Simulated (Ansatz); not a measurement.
C3H3N. The species carries charge 0 and has multiplicity 1. The bonds changed during the relaxation, so this is another structure than the one it started from.

```xyz
7

C    -0.748   -0.528   -0.538
C    -0.125    0.620   -0.874
C     0.220    0.109    0.547
N    -0.922   -1.214    0.462
H     0.616    0.706   -1.654
H     1.177   -0.376    0.701
H    -0.217    0.683    1.356
```

Task: What are the harmonic wavenumbers in cm⁻¹ at PBE0-D4/def2-TZVP (Ansatz, finite differences of forces, unscaled)? (Estimate.)

Result: The calculation gave: 187, 501, 588, 732, 936, 1005, 1042, 1068, 1107, 1301, 1477, 1894, 3136, 3255, 3271.

Task: Is this a minimum?

Result: Yes, all 15 modes are real.

Task: Give the ideal-gas thermochemistry at 298.15 K and 1 bar (rigid rotor, harmonic oscillator; point group C1, symmetry number 1).

Result: Zero-point energy 128.6 kJ/mol; H(298) − E = 141.8 kJ/mol; entropy 270.1 J/(mol·K), of which translation 158.4, rotation 94.5, vibration 17.2; G(298) − E = 61.3 kJ/mol.

Task: And at 400, 500, 600, 800 and 1000 K?

Result: 
| T (K) | H − E (kJ/mol) | S (J/mol/K) | G − E (kJ/mol) |
| --- | --- | --- | --- |
| 400 | 148.9 | 290.4 | 32.7 |
| 500 | 157.1 | 308.7 | 2.8 |
| 600 | 166.4 | 325.7 | -29.0 |
| 800 | 187.4 | 355.8 | -97.2 |
| 1000 | 210.8 | 381.8 | -171.0 |
